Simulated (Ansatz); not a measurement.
Chalcopyrite ZnGeP₂ was calculated with PBE-D4 in Ansatz (PAW).

Run with plane-wave cutoff 520 eV, 10×10×10 k mesh, Fermi–Dirac smearing 0.01 eV, scalar-relativistic PAW data made under PBE.

Shape and atoms are relaxed at each volume.

Pressure at four volumes; x = ln(V/19.771 Å³). One pressure is withheld.

```
V (Å³/atom)        x  P (GPa)
-----------  -------  -------
18.980       -0.0408        ?
19.375       -0.0202     1.74
19.771        0.0000     0.00
20.561        0.0392    -2.96
```

Task: Pass a parabola P(x) through the three rows shown, estimate the bulk modulus and its pressure derivative near zero pressure, and predict the withheld pressure.

Result: Slopes between the rows: (0.00 − (1.74))/(0.0000 − (-0.0202)) = -86.14 and (-2.96 − (0.00))/(0.0392 − (0.0000)) = -75.51 GPa. Their difference over the span 0.0594 is c = 10.63/0.0594 = 179.0 GPa, so P(x) = 1.74 + (-86.14)(x − (-0.0202)) + 179.0 (x − (-0.0202))(x − (0.0000)). At the middle row B = −dP/dx = −[-86.14 + 179.0 × 0.0202] = 82.5 GPa, and B′ = dB/dP = 2c/B = 4.3. At x = -0.0408 the parabola gives 3.66 GPa; the run gives 3.69 GPa. The Birch–Murnaghan fit to the energies at all volumes has B0 = 82.5 GPa and B′ = 4.6.

Measured, for comparison: bulk modulus 79 GPa (room temperature, no zero-point or thermal correction; as tabulated in Isothermal phase behavior of Ag3SbS3, ZnGeP2, and ZnS (abstract)). Computed less measured: bulk modulus +4.4 %. A static lattice is as a rule a little smaller and stiffer than an uncorrected measurement, which can account for part of this in the bulk modulus.

Ansatz is a first-principles code.
